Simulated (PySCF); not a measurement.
methane (CH4), SMILES C.

Geometry optimised at B3LYP-D3(BJ)/def2-TZVPD.

Vertical ionisation energy (IE) and electron affinity (EA) in eV. Rows of orbital energies are one-electron estimates. Where ΔSCF, EOM or ADC give a negative EA the extra electron is unbound and the value depends on the basis.

| level | IE | EA |
|---|---|---|
| −ε(HOMO), −ε(LUMO), CAM-B3LYP/def2-TZVPD (PySCF) | 12.51 | -1.06 |
| −ε(HOMO), −ε(LUMO), r2SCAN/def2-TZVPD (PySCF) | 9.81 | -0.98 |
| EOM-CCSD/aug-cc-pVDZ (PySCF) | 14.25 | -0.83 |
